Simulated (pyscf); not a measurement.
**Four-centre exchange: H₂O (SMILES O) + HO–AlH₂ (SMILES [OH][AlH2]) → HO–AlH₂ (SMILES [OH][AlH2]) + H₂O (SMILES O)**

Gas phase, singlet surface, charge 0. Bonds broken: O1–H7, Al2–O6. Bonds formed: O1–Al2, O6–H7. Single points on ωB97X-D3(BJ)/def2-SVP structures (PySCF, gas phase). MP2 and CC: frozen core, UHF for open shells. ΔMP2 is the change of the MP2 total energy from the triple- to the quadruple-zeta basis.

Transition state (Å):

```xyz
8

O     -1.5235    -0.3644     0.3155
Al     0.1498    -0.3008    -0.5502
H     -2.2106     0.3063     0.2477
H      0.4324     1.1480    -1.1494
H      0.5126    -1.6436    -1.2987
O      0.5248    -0.3546     1.2966
H     -0.6968    -0.2744     1.2125
H      0.9941     0.3380     1.7732
```

One imaginary mode, 1041i cm⁻¹; descent along it reached the two sides named, in the forms told below.

| bond | change | reactant side (Å) | saddle | product side |
|---|---|---|---|---|
| O1–H7 | breaks | 0.983 | 1.223 | 1.958 |
| Al2–O6 | breaks | 1.761 | 1.885 | 2.015 |
| O1–Al2 | forms | 2.015 | 1.885 | 1.761 |
| O6–H7 | forms | 1.960 | 1.227 | 0.983 |

Electronic energies relative to the separated reactants (kcal/mol):

```tsv
level	barrier	reaction energy	reverse barrier
ωB97X-D3(BJ)/def2-TZVP	-13.4	0.0	-13.4
PBE/def2-TZVP	-14.5	0.0	-14.5
r²SCAN/def2-TZVP	-15.8	0.0	-15.8
B3LYP-D3(BJ)/def2-TZVP	-12.4	0.0	-12.4
PBE0-D3(BJ)/def2-TZVP	-14.7	0.0	-14.7
M06-2X/def2-TZVP	-14.8	0.0	-14.8
ωB97M-D3(BJ)/def2-TZVP	-12.4	0.0	-12.4
HF/def2-TZVP	-1.6	0.0	-1.6
MP2/def2-QZVPP	-11.6	0.0	-11.6
CCSD/def2-TZVPP	-9.3	0.0	-9.3
CCSD(T)/def2-TZVPP	-10.9	0.0	-10.9
CCSD(T)/def2-TZVPP + ΔMP2(QZVPP)	-10.5	0.0	-10.5
```

With CCSD(T)/def2-TZVPP + ΔMP2(QZVPP) energies and thermal terms (ideal gas, 1 atm, RRHO with modes under 100 cm⁻¹ raised to 100, one conformer, R ln 2 for rigid chiral ones), in kcal/mol:

```tsv
T (K)	ΔH‡	ΔG‡	ΔH	ΔG
298	-11.4	-0.2	0.0	0.0
600	-11.5	11.2	0.0	0.0
900	-11.0	22.4	0.0	0.0
1200	-10.2	33.5	0.0	0.0
```

On the reactant side the descent ends in an adduct with a Al–O contact, 22.3 kcal/mol under the separated species and 8.9 kcal/mol under the saddle at ωB97X-D3(BJ)/def2-TZVP. On the product side the descent ends in an adduct with a Al–O contact, 22.3 kcal/mol under the separated species and 8.9 kcal/mol under the saddle at ωB97X-D3(BJ)/def2-TZVP. At ωB97X-D3(BJ), PBE, r²SCAN, B3LYP-D3(BJ), PBE0-D3(BJ), M06-2X, ωB97M-D3(BJ), HF, MP2, CCSD, CCSD(T), CCSD(T) the saddle lies under the separated reactants, which points to a path from their complex (located at ωB97X-D3(BJ) alone). At ωB97X-D3(BJ), PBE, r²SCAN, B3LYP-D3(BJ), PBE0-D3(BJ), M06-2X, ωB97M-D3(BJ), HF, MP2, CCSD, CCSD(T), CCSD(T) the saddle lies under the separated products, which points to a path from their complex (located at ωB97X-D3(BJ) alone). What is counted as formed (Al–O) is already present as a longer contact in the reactant adduct; forming that adduct is a step of its own. What is counted as broken (Al–O) persists as a longer contact in the product adduct; parting that adduct is a step of its own. One saddle was located; it need not be the lowest between these sides. The CCSD(T) − MP2 part came from Ansatz, without density fitting, on the same reference.
